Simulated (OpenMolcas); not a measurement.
# A workflow on BCl2 (SMILES Cl[B]Cl)

We compute a single-point energy (UHF/def2-TZVP), then the energy (CASSCF(17,12)/def2-TZVP), then a single-point energy (CASPT2(17,12)/def2-TZVP), then a single-point energy of BCl2. 

The results are computed with OpenMolcas 26.06.

## (1) The molecule

BCl2: 3 atoms, total charge 0, spin state doublet. As SMILES, `Cl[B]Cl`. The shape is that of a PBE0-D4/def2-TZVP optimisation.

Bond lengths: Cl1–B2 1.720 Å, B2–Cl3 1.720 Å. Angles: Cl1–B2–Cl3 125.4°.

## (2) A single-point energy at UHF/def2-TZVP (run 1)

step1.inp reads:

```
* BCl2 Hartree-Fock
>>> EXPORT MOLCAS_PRINT=2

&GATEWAY
  BasLib=$CurrDir
  Coord
  3
  angstrom
  Cl       0.371500      -1.525600       0.030000
  B       -0.463900      -0.050300      -0.256900
  Cl       0.081500       1.511100       0.213700
  Basis=def2-TZVP
  Group=NoSym

&SEWARD

&SCF
  UHF
  Spin=2
  PrOrbitals=1 1
```

The basis set def2-TZVP is read from a file made from the Basis Set Exchange's data (not shown).

Run with:

```bash
$ export MOLCAS_MEM=1860
$ pymolcas step1.inp > step1.log
```

Standard output:

```text
--- Start Module: gateway ---
[...]
--- Stop Module: gateway /rc=_RC_ALL_IS_WELL_ ---
--- Start Module: seward ---
[...]
      Basis functions          105
--- Stop Module: seward /rc=_RC_ALL_IS_WELL_ ---
[...]
--- Start Module: scf ---
[...]
       Convergence after  12 Iterations
[...]
::    Total SCF energy                               -943.7349277270
[...]
      Total spin, S                                     0.5029014125
[...]
      Total electronic charge=   39.000000
      Total            charge=   -0.000000
[...]
      Dipole Moment (debye):
      Origin of the operator (angstrom)=    0.1326   -0.0131    0.0703
                   X= -1.6468E-02               Y= -1.3135E-03               Z= -9.0664E-03           Total=  1.8845E-02
      Quadrupole Moment (debye*angstrom):
[...]
--- Stop Module: scf /rc=_RC_ALL_IS_WELL_ ---
[...]
```

Wall time 11 s (1 thread of Arm Neoverse V1, shared host); peak memory 0.6 GiB.

## (3) A single-point energy at CASSCF(17,12)/def2-TZVP (run 2)

step2.inp reads:

```
&GATEWAY
  BasLib=$CurrDir
  Coord
  3
  angstrom
  Cl       0.371500      -1.525600       0.030000
  B       -0.463900      -0.050300      -0.256900
  Cl       0.081500       1.511100       0.213700
  Basis=def2-TZVP
  Group=NoSym

&SEWARD

&RASSCF
  FileOrb=$CurrDir/step1.UnaOrb
  Spin=2
  Nactel=17 0 0
  Inactive=11
  Ras2=12
  OrbListing=Few
  OrbAppear=Compact
```

The basis set def2-TZVP is read from a file made from the Basis Set Exchange's data (not shown).

Run with:

```bash
$ export MOLCAS_MEM=1860
$ pymolcas step2.inp > step2.log
```

Standard output:

```text
--- Start Module: gateway ---
[...]
--- Stop Module: gateway /rc=_RC_ALL_IS_WELL_ ---
--- Start Module: seward ---
[...]
      Basis functions          105
--- Stop Module: seward /rc=_RC_ALL_IS_WELL_ ---
[...]
--- Start Module: rasscf ---
[...]
      Number of active orbitals                 12
[...]
      Spin quantum number                      0.5
[...]
      Active orbitals                           12
[...]
      Number of CSFs                         56628
[...]
      Number of root(s) required                 1
[...]
      Convergence after 19 iterations
[...]
      printout of CI-coefficients larger than  0.05 for root  1
      energy=    -943.789839
      conf/sym  111111111111     Coeff  Weight
             1  22222222u000  -0.97986 0.96012
          3955  222ud222uu0d   0.05789 0.00335
      Natural orbitals and occupation numbers for root  1
      sym 1:   1.988712   1.998897   1.998978   1.976975   1.979181   1.997043   1.985524   1.996083   1.003108   0.026900
               0.026909   0.021689
[...]
::    RASSCF root number  1 Total energy:   -943.78983901
[...]
      Total electronic charge=   39.000000
      Total            charge=   -0.000000
[...]
      Dipole Moment (debye):
      Origin of the operator (angstrom)=    0.1326   -0.0131    0.0703
                   X=  1.7180E-01               Y=  1.0168E-02               Z=  9.4185E-02           Total=  1.9618E-01
      Quadrupole Moment (debye*angstrom):
[...]
--- Stop Module: rasscf /rc=_RC_ALL_IS_WELL_ ---
[...]
```

Wall time 68 s (1 thread of Arm Neoverse V1, shared host); peak memory 0.6 GiB.

## (4) The energy at CASPT2(17,12)/def2-TZVP (run 3)

step3.input reads:

```
>>> EXPORT MOLCAS_PRINT=2

&GATEWAY
 BASLIB=$CurrDir
 COORD
 3
 angstrom
 Cl       0.371500      -1.525600       0.030000
 B       -0.463900      -0.050300      -0.256900
 Cl       0.081500       1.511100       0.213700
 BASIS=def2-TZVP
 GROUP=NoSym

&SEWARD

&RASSCF
 FILEORB=$CurrDir/step2.RasOrb
 SPIN=2
 NACTEL=17 0 0
 INACTIVE=11
 RAS2=12
 ORBLISTING=Few
 ORBAPPEAR=Compact

&CASPT2
 IPEA=0.25
 IMAGINARY=0.1
 FROZEN=11
```

The basis set def2-TZVP is read from a file made from the Basis Set Exchange's data (not shown).

Run with:

```bash
$ export MOLCAS_MEM=1860
$ pymolcas step3.input > step3.log
```

Standard output:

```text
--- Start Module: gateway ---
[...]
--- Stop Module: gateway /rc=_RC_ALL_IS_WELL_ ---
[...]
      Basis functions          105
[...]
--- Start Module: rasscf ---
[...]
      Number of active orbitals                 12
[...]
      Spin quantum number                      0.5
[...]
      Active orbitals                           12
[...]
      Number of CSFs                         56628
[...]
      Number of root(s) required                 1
[...]
      Convergence after  6 iterations
[...]
      printout of CI-coefficients larger than  0.05 for root  1
      energy=    -943.789839
      conf/sym  111111111111     Coeff  Weight
             1  22222222u000  -0.97986 0.96013
          3955  222ud222uu0d   0.05789 0.00335
      Natural orbitals and occupation numbers for root  1
      sym 1:   1.988711   1.998897   1.998978   1.976976   1.979181   1.997044   1.985524   1.996085   1.003107   0.026900
               0.026908   0.021690
[...]
::    RASSCF root number  1 Total energy:   -943.78983901
[...]
      Total electronic charge=   39.000000
      Total            charge=   -0.000000
[...]
      Dipole Moment (debye):
      Origin of the operator (angstrom)=    0.1326   -0.0131    0.0703
                   X=  1.7174E-01               Y=  1.0011E-02               Z=  9.4136E-02           Total=  1.9610E-01
      Quadrupole Moment (debye*angstrom):
[...]
--- Stop Module: rasscf /rc=_RC_ALL_IS_WELL_ ---
[...]
--- Start Module: caspt2 ---
[...]
 ###    WARNING: User changed nr of frozen orbitals.                         ###
 ###############################################################################
[...]
      E2 (Variational):          -0.3897308889
      Total energy:            -944.1795698963
[...]
      Reference weight:           0.87659
[...]
::    CASPT2 Root  1     Total energy:   -944.17956990
[...]
--- Stop Module: caspt2 /rc=_RC_ALL_IS_WELL_ ---
[...]
```

Run time: 60 s. Hardware: 1 thread of Arm Neoverse V1, shared host; peak memory 0.6 GiB.

## (5) A single-point energy at CASPT2[IPEA 0](17,12)/def2-TZVP (run 4)

step4.inp reads:

```
>>> EXPORT MOLCAS_PRINT=2
&GATEWAY
BasLib = $CurrDir
Coord
3
angstrom
Cl       0.371500      -1.525600       0.030000
B       -0.463900      -0.050300      -0.256900
Cl       0.081500       1.511100       0.213700
Basis = def2-TZVP
Group = NoSym
&SEWARD
&RASSCF
FileOrb = $CurrDir/step2.RasOrb
Spin = 2
Nactel = 17 0 0
Inactive = 11
Ras2 = 12
OrbListing = Few
OrbAppear = Compact
&CASPT2
IPEA = 0
Imaginary = 0.1
Frozen = 11
```

The basis set def2-TZVP is read from a file made from the Basis Set Exchange's data (not shown).

Run with:

```bash
$ export MOLCAS_MEM=1860
$ pymolcas step4.inp > step4.log
```

Standard output:

```text
--- Start Module: gateway ---
[...]
--- Stop Module: gateway /rc=_RC_ALL_IS_WELL_ ---
[...]
      Basis functions          105
[...]
--- Start Module: rasscf ---
[...]
      Number of active orbitals                 12
[...]
      Spin quantum number                      0.5
[...]
      Active orbitals                           12
[...]
      Number of CSFs                         56628
[...]
      Number of root(s) required                 1
[...]
      Convergence after  6 iterations
[...]
      printout of CI-coefficients larger than  0.05 for root  1
      energy=    -943.789839
      conf/sym  111111111111     Coeff  Weight
             1  22222222u000  -0.97986 0.96013
          3955  222ud222uu0d   0.05789 0.00335
      Natural orbitals and occupation numbers for root  1
      sym 1:   1.988711   1.998897   1.998978   1.976976   1.979181   1.997044   1.985524   1.996085   1.003107   0.026900
               0.026908   0.021690
[...]
::    RASSCF root number  1 Total energy:   -943.78983901
[...]
      Total electronic charge=   39.000000
      Total            charge=   -0.000000
[...]
      Dipole Moment (debye):
      Origin of the operator (angstrom)=    0.1326   -0.0131    0.0703
                   X=  1.7174E-01               Y=  1.0011E-02               Z=  9.4136E-02           Total=  1.9610E-01
      Quadrupole Moment (debye*angstrom):
[...]
--- Stop Module: rasscf /rc=_RC_ALL_IS_WELL_ ---
[...]
--- Start Module: caspt2 ---
[...]
 ###    WARNING: User changed nr of frozen orbitals.                         ###
 ###############################################################################
[...]
      E2 (Variational):          -0.3933431403
      Total energy:            -944.1831821476
[...]
      Reference weight:           0.87365
[...]
::    CASPT2 Root  1     Total energy:   -944.18318215
[...]
--- Stop Module: caspt2 /rc=_RC_ALL_IS_WELL_ ---
[...]
```

Wall time 58 s (1 thread of Arm Neoverse V1, shared host); peak memory 0.6 GiB.

## (6) Results

| quantity | value |
| --- | --- |
| run 1, UHF/def2-TZVP: total energy | -943.73493 Eh |
| run 1, UHF/def2-TZVP: dipole moment | 0.02 D |
| run 1, UHF/def2-TZVP: HOMO energy (highest over α and β) | -9.87 eV |
| run 1, UHF/def2-TZVP: LUMO energy (lowest over α and β) | 1.66 eV |
| run 1, UHF/def2-TZVP: ⟨S²⟩ | 0.756 |
| run 2, CASSCF(17,12)/def2-TZVP: total energy | -943.78984 Eh |
| run 2, CASSCF(17,12)/def2-TZVP: dipole moment (CASSCF density) | 0.20 D |
| run 3, CASPT2(17,12)/def2-TZVP: total energy | -944.17957 Eh |
| run 3, CASPT2(17,12)/def2-TZVP: dipole moment (CASSCF density) | 0.20 D |
| run 4, CASPT2[IPEA 0](17,12)/def2-TZVP: total energy | -944.18318 Eh |
| run 4, CASPT2[IPEA 0](17,12)/def2-TZVP: dipole moment (CASSCF density) | 0.20 D |

**Reading.** Mulliken charges (run 2, CASSCF(17,12)/def2-TZVP) run from -0.08 on Cl3 to +0.16 on B2. Mulliken charges (run 3, CASPT2(17,12)/def2-TZVP) of the CASSCF density run from -0.08 on Cl3 to +0.16 on B2; they depend strongly on the basis. Mulliken charges (run 4, CASPT2[IPEA 0](17,12)/def2-TZVP) of the CASSCF density run from -0.08 on Cl3 to +0.16 on B2; they depend strongly on the basis.
